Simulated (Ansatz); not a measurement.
# Molecular dynamics of C2N, charge -1

Input:

```yaml
crystal:
  periodic: [false, false, false]
  atoms:
    - { symbol: C, position_ang: [-0.390171, 0.330061, -0.647581] }
    - { symbol: C, position_ang: [-0.370451, -0.266822, 0.687094] }
    - { symbol: "N", position_ang: [0.760621, -0.063239, -0.039514] }
total_charge: -1
basis:
  gaussian: { orbitals: def2-SVP }
hamiltonian:
  xc: r2scan
md:
  timestep: 2.0
  n_steps: 150
  ensemble: nvt_langevin
  temperature: 300.0
  initial_velocities: maxwell_boltzmann
  seed: 811458
  friction: 0.001
scf:
  lower_state_search: "off"
```

Launched with:

```bash
$ ansatz run input.yaml --threads 1 --pin off --max-ram 2048MiB --backend cpu --events-out ev --progress --plain --runs-dir out
```

It starts from a relaxed structure.

Output, in part (one step line in 6, the closing report, with atoms numbered from 0):

```
md step     0: t =     0.00 fs  T =   200.0 K  F+E_penalty+E_count = -3554.56596240 eV  E_kin = 0.077556 eV  (14 SCF iters)
md step     6: t =    12.00 fs  T =   169.7 K  F+E_penalty+E_count = -3554.55649221 eV  E_kin = 0.065820 eV  (21 SCF iters)
md step    12: t =    24.00 fs  T =   115.2 K  F+E_penalty+E_count = -3554.54111740 eV  E_kin = 0.044679 eV  (22 SCF iters)
md step    18: t =    36.00 fs  T =   123.9 K  F+E_penalty+E_count = -3554.53727590 eV  E_kin = 0.048027 eV  (21 SCF iters)
md step    24: t =    48.00 fs  T =   164.8 K  F+E_penalty+E_count = -3554.55388587 eV  E_kin = 0.063923 eV  (21 SCF iters)
md step    30: t =    60.00 fs  T =   178.1 K  F+E_penalty+E_count = -3554.55940654 eV  E_kin = 0.069056 eV  (21 SCF iters)
md step    36: t =    72.00 fs  T =   155.2 K  F+E_penalty+E_count = -3554.55755710 eV  E_kin = 0.060202 eV  (21 SCF iters)
md step    42: t =    84.00 fs  T =   116.7 K  F+E_penalty+E_count = -3554.53815293 eV  E_kin = 0.045269 eV  (22 SCF iters)
md step    48: t =    96.00 fs  T =   120.3 K  F+E_penalty+E_count = -3554.53666776 eV  E_kin = 0.046644 eV  (21 SCF iters)
md step    54: t =   108.00 fs  T =   155.8 K  F+E_penalty+E_count = -3554.55219564 eV  E_kin = 0.060418 eV  (21 SCF iters)
md step    60: t =   120.00 fs  T =   166.2 K  F+E_penalty+E_count = -3554.56228920 eV  E_kin = 0.064442 eV  (21 SCF iters)
md step    66: t =   132.00 fs  T =   119.1 K  F+E_penalty+E_count = -3554.54911314 eV  E_kin = 0.046172 eV  (21 SCF iters)
md step    72: t =   144.00 fs  T =   106.7 K  F+E_penalty+E_count = -3554.54018292 eV  E_kin = 0.041361 eV  (22 SCF iters)
md step    78: t =   156.00 fs  T =   114.4 K  F+E_penalty+E_count = -3554.54840465 eV  E_kin = 0.044362 eV  (20 SCF iters)
md step    84: t =   168.00 fs  T =   170.2 K  F+E_penalty+E_count = -3554.55410593 eV  E_kin = 0.065987 eV  (21 SCF iters)
md step    90: t =   180.00 fs  T =   176.0 K  F+E_penalty+E_count = -3554.54078079 eV  E_kin = 0.068243 eV  (21 SCF iters)
md step    96: t =   192.00 fs  T =   153.6 K  F+E_penalty+E_count = -3554.52474181 eV  E_kin = 0.059560 eV  (22 SCF iters)
md step   102: t =   204.00 fs  T =   185.3 K  F+E_penalty+E_count = -3554.54747393 eV  E_kin = 0.071843 eV  (21 SCF iters)
md step   108: t =   216.00 fs  T =   202.3 K  F+E_penalty+E_count = -3554.56051224 eV  E_kin = 0.078463 eV  (21 SCF iters)
md step   114: t =   228.00 fs  T =   155.9 K  F+E_penalty+E_count = -3554.54396601 eV  E_kin = 0.060470 eV  (22 SCF iters)
md step   120: t =   240.00 fs  T =   113.6 K  F+E_penalty+E_count = -3554.52367858 eV  E_kin = 0.044065 eV  (22 SCF iters)
md step   126: t =   252.00 fs  T =   132.9 K  F+E_penalty+E_count = -3554.54491856 eV  E_kin = 0.051535 eV  (21 SCF iters)
md step   132: t =   264.00 fs  T =   153.7 K  F+E_penalty+E_count = -3554.56573903 eV  E_kin = 0.059604 eV  (21 SCF iters)
md step   138: t =   276.00 fs  T =   124.5 K  F+E_penalty+E_count = -3554.55500830 eV  E_kin = 0.048271 eV  (22 SCF iters)
md step   144: t =   288.00 fs  T =    97.6 K  F+E_penalty+E_count = -3554.55272551 eV  E_kin = 0.037858 eV  (22 SCF iters)
md step   150: t =   300.00 fs  T =   108.0 K  F+E_penalty+E_count = -3554.55581214 eV  E_kin = 0.041863 eV  (22 SCF iters)
Total energy: -3554.55581693 eV, -130.6275169077 hartree
Atom 0 at    -0.960844    -0.445486     0.036160 Å, force     0.213520     0.473953    -0.307581 eV/Å
Atom 1 at     0.474775    -0.663129    -0.068116 Å, force     0.411064    -0.395470     0.162321 eV/Å
Atom 2 at    -0.107099     0.427549    -0.604122 Å, force    -0.624584    -0.078483     0.145260 eV/Å
Dipole moment:     0.023217     0.209803    -0.124741 e Å
```

All steps were run. The mean temperature of the second half is 50 % below the set value. A run of 0.3 ps of so small a system gives no equilibrium averages. Limits of this set-up: an anion without diffuse functions, the dipole of an ion depends on the origin.

The same pairs are bonded in the first frame and the last. Pairs count as bonded within 1.25 times the sum of covalent radii (0.12 Å more for H–H).

Last frame:

```xyz
3
Properties=species:S:1:pos:R:3
C -0.961 -0.446 0.036
C 0.475 -0.663 -0.068
N -0.107 0.427 -0.604
```

Time of the run: 2.5 min on 1 thread of Intel(R) Xeon(R) Platinum 8259CL CPU @ 2.50GHz (Skylake/Cascade Lake), with other jobs on the host, peak memory 0.17 GiB.
